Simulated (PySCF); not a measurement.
Run record: geometry optimisation, `CP(C)C`.

Method: PBE0-D3(BJ)/def2-SVP geometry optimisation, gas phase (PySCF 2.14.0). Start geometry: GFN2-xTB. The command runs a driver script over a list of jobs; the input below is this job's line of settings and its coordinates in Å.

Command:
```bash
OMP_NUM_THREADS=1 python probes_run.py task.json out
```

Input:
```
{"job": {"xc": "PBE0", "basis": "def2-SVP", "d3": "d3bj", "grid": 1, "shake": 0.01, "kind": "geom"}, "charge": 0, "multiplicity": 1}
C     -0.396330     1.504680     0.387990
P     -0.213670    -0.210520     0.996000
C      1.490850    -0.495340     0.358950
C     -1.092830    -1.065470    -0.365500
H     -0.146280     1.608560    -0.677690
H      0.206070     2.198750     0.973480
H     -1.444730     1.828740     0.513630
H      1.617320    -0.208030    -0.686220
H      1.760270    -1.539770     0.504490
H      2.206210     0.092520     0.970210
H     -0.796630    -0.738340    -1.333730
H     -0.966700    -2.139970    -0.263930
H     -2.217720    -0.852680    -0.266610
```

Output:
```
step   0  E = -460.62570866  max force = 0.045863
step   1  E = -460.62917591  max force = 0.006375
step   2  E = -460.62955951  max force = 0.002217
step   3  E = -460.62966216  max force = 0.001179
step   4  E = -460.62972888  max force = 0.001111
step   5  E = -460.62979415  max force = 0.001636
step   6  E = -460.62981484  max force = 0.000891
step   7  E = -460.62981756  max force = 0.000150
optimisation converged
```

Energies in Eh; «max force» is the largest Cartesian gradient component in Eh/bohr.

**Question.** Give the first gradient maximum in eV/Å.

**Answer.** With 1 Eh/bohr = 51.422 eV/Å, 2.358 eV/Å.

**Question.** How much energy does the optimisation release, in kcal/mol?

**Answer.** E(step 0) − E(last step) = 0.004109 Eh, which is 2.6 kcal/mol.

Main results: final energy -460.62982 Eh after 7 steps; dipole 1.23 D.

**Question.** Where do the atoms end?

**Answer.** 0.041 Å rms from the input after alignment:
```
atom  x, y, z in Å
C1    -0.4996    1.5176    0.3906
P2    -0.1545   -0.2029    0.9776
C3     1.5629   -0.4045    0.3192
C4    -1.0833   -1.1493   -0.3130
H5    -0.2742    1.6532   -0.6804
H6     0.1022    2.2321    0.9729
H7    -1.5596    1.7588    0.5634
H8     1.6397   -0.1464   -0.7503
H9     1.8887   -1.4469    0.4569
H10    2.2525    0.2364    0.8895
H11   -0.8233   -0.8344   -1.3377
H12   -0.8698   -2.2238   -0.2069
H13   -2.1648   -1.0095   -0.1626
```

The run took 27 s wall on an Arm Neoverse V1 with one thread, no GPU, shared host with 32 logical CPUs at a one-minute load of 23, and the process peaked at 0.44 GiB of memory.
Labels such as C1 count atoms from 1, the log's own numbers from 0.
